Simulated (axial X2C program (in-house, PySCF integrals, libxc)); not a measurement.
## Photoelectron levels of HCl by EOM-IP-CCSD

Computed with an in-house all-electron X2C program for linear molecules (integrals from PySCF): two-component X2C with atomic mean-field Coulomb and Gaunt terms, Gaussian nuclei, basis Cl dyall-av3z, H dyall-v3z with contracted cores.

R = 1.340 Å (1.045 times 1.282 Å, the PBE0 minimum at charge 0 for the lowest determinant).

Vertical ionisation energies of HCl to the states of HCl⁺:

| Ω of HCl⁺ | vertical IE (eV) | above lowest (cm⁻¹) | ionised spinor | one-hole weight |
| --- | --- | --- | --- | --- |
| 3/2 | 12.587 | 0 | 95% Cl pπ | 0.95 |
| 1/2 | 12.665 | 627 | 95% Cl pπ | 0.95 |
| 1/2 | 16.428 | 30980 | 64% Cl pσ, 24% H sσ, 8% Cl sσ | 0.95 |
| 1/2 | 25.502 | 104167 | 72% Cl sσ, 18% H sσ, 8% H pσ | 0.61 |

(1) What is the splitting of the first π pair in the table, and is it regular or inverted?

This point took 5.7 s on 1 thread of Arm Neoverse V2, on a shared host.

Reference electrons by ω block (each with its −ω partner): 1/2: 7, 3/2: 2. 8 electrons of HCl correlated (inner shells frozen), 92 natural virtual spinors (a truncated set); levels can be off by some tenths of an eV. Roots sought by Ω: (1/2: 4, 3/2: 3, 5/2: 1); the list ends where they run out and leaves out roots under 60 % one-particle weight. The solver can skip a root, and states that need a further excitation, which the method places far too high, are missing though they may lie low or lowest. T1 of the reference 0.006 (Lee–Taylor). Number of frozen shells: Cl 2 s, 1 p; H none.

## Answers

(1) E(3/2) − E(1/2) = 0 − 627 = -627 cm⁻¹ at EOM-IP-CCSD: inverted, Ω = 3/2 lower. Splittings at this level can be off by ten to twenty per cent.
